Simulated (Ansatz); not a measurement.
**C2H3F2N: how energies converge with the basis set**

An exercise on one series of results from a longer session: the logs are not shown, and one member is left open.

The runs use Ansatz 0.2.0, Gaussian basis; one geometry, several basis sets.

Levels to be run: PBE0-D4/def2-SVP; ωB97M-V/def2-SVP; PBE0-D4/def2-QZVPP; ωB97M-V/def2-QZVPP; the functionals' def2-TZVPP values are taken from earlier runs.

## The geometry

All runs share one geometry, relaxed beforehand with PBE0-D4 in a triple-zeta def2 set.

SMILES `F/C=N\CF`, 8 atoms, charge 0, spin multiplicity 1.

Atoms are counted from 1 here; the program's logs count them from 0.

Bond lengths: F1–C2 1.335 Å, C2–N3 1.239 Å, C2–H6 1.087 Å, N3–C4 1.409 Å, C4–F5 1.379 Å, C4–H7 1.095 Å, C4–H8 1.095 Å. Angles: F1–C2–N3 126.7°, F1–C2–H6 110.8°, N3–C2–H6 122.5°, C2–N3–C4 128.4°, N3–C4–F5 116.2°, N3–C4–H7 108.1°, N3–C4–H8 108.1°, F5–C4–H7 107.5°, F5–C4–H8 107.5°, H7–C4–H8 109.2°.

Set-up of the first run:

in.yaml reads:

```yaml
crystal:
  periodic: [false, false, false]
  atoms:
    - {symbol: F, position_ang: [-1.097979, 1.596840, -0.144360]}
    - {symbol: C, position_ang: [-0.739461, 0.729550, 0.805742]}
    - {symbol: N, position_ang: [0.001889, -0.254266, 0.669252]}
    - {symbol: C, position_ang: [0.648218, -0.708128, -0.497650]}
    - {symbol: F, position_ang: [0.433389, 0.032233, -1.641004]}
    - {symbol: H, position_ang: [-1.190591, 0.992976, 1.758878]}
    - {symbol: H, position_ang: [0.310433, -1.729706, -0.698321]}
    - {symbol: H, position_ang: [1.726201, -0.716498, -0.308237]}
basis:
  gaussian: {orbitals: def2-SVP}
hamiltonian: {xc: pbe0, dispersion: d4}
output: {orbitals: {seedname: orbitals}}
```

Launch:

```bash
ansatz run in.yaml --threads 2 --pin off --events-out ev --progress --plain --max-ram 4352MiB
```

Steps of the session up to this table: PBE0-D4 in def2-SVP; ωB97M-V in def2-SVP; PBE0-D4 in def2-QZVPP; ωB97M-V in def2-QZVPP.

One table of the session follows, with a row left open; its other results are not shown here.

It belongs to the step «Functionals by basis». 

| functional | basis | HOMO (eV) | LUMO (eV) |
| --- | --- | --- | --- |
| PBE0-D4 | def2-SVP | -8.58 | -0.02 |
| PBE0-D4 | def2-TZVPP | -8.79 | -0.24 |
| PBE0-D4 | def2-QZVPP | -8.83 | -0.32 |
| ωB97M-V | def2-SVP | -10.95 | 2.33 |
| ωB97M-V | def2-TZVPP | -11.14 | 2.00 |
| ωB97M-V | def2-QZVPP | ? | ? |

Estimate the missing values for ωB97M-V, def2-QZVPP.

**Answer.** HOMO (eV): -11.18; LUMO (eV): 1.82. In the column «HOMO (eV)» it is the lowest.
